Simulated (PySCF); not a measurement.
CHN, singlet: the ladder up to full CI

Geometry: MP2(full)/6-31G*, from the G2/97 set.

```tsv
atom	x (Å)	y (Å)	z (Å)
C	0.0000	0.0000	0.0357
N	0.0000	0.0000	-1.1405
H	0.0000	0.0000	1.1047
```

Basis STO-3G; PySCF 2.14.0. Correlated methods freeze the noble-gas cores, which leaves 10 electrons in 9 orbitals. Prefix R: restricted or restricted open-shell reference; prefix U: unrestricted.

Full CI is exact within this basis and frozen core; it isn't the basis-set limit. The frozen core follows each run's orbitals, which can shift R against U totals by a few meV.

The UHF ⟨S²⟩ is 0.196. The T1 diagnostic (RCCSD) is 0.0057. The largest doubles amplitude (RCCSD) is 0.151.

| level | E − E(RHF) (eV) |
| --- | --- |
| RMP2 | -4.3643 |
| RCCSD | -4.5686 |
| RCCSD(T) | -4.6045 |

**Question.** Estimate how far full CI in STO-3G lies from RCCSD(T). The table doesn't fix it; the size of (T) and the diagnostics are the guide.

**Answer.** Full CI in STO-3G lies 6.2 kJ/mol below RCCSD(T), which is 180 % of the (T) step (-3.5 kJ/mol). A doubles amplitude is large, RHF is unstable towards spin polarisation, and the rest is a large part of (T). The miss exceeds 1 kcal/mol.

The other levels:

```tsv
level	E − E(full CI) (kJ/mol)	share of correlation (%)	wall time
RCCSDT	5.9	98.70	–
RCCSDT(Q)	0.4	99.92	0.27 s
```

The correlation energy at full CI, counted from RHF, is -4.669 eV. That run took 0.85 s on 1 thread of Arm Neoverse V2, shared host over 4,076 determinants.

Run but not shown, since their state, orbitals or frozen core can't be matched to the reference's or they repeat it: UHF, UMP2, UCCSD, UCCSD(T), UCCSDT.

Times are those of the correlated step on a shared host, with one SCF added for the restricted CCSD run; they ran on 1 thread of Arm Neoverse V2.

The full-CI state has the irrep A1 of C2v, in the program's axes (one component, if the state is degenerate).

Natural occupations of full CI about the gap: 1.993 1.978 1.977 1.917 1.917 0.088 0.088 0.031 0.013; effectively unpaired electrons, Σ n²(2−n)², 0.12.
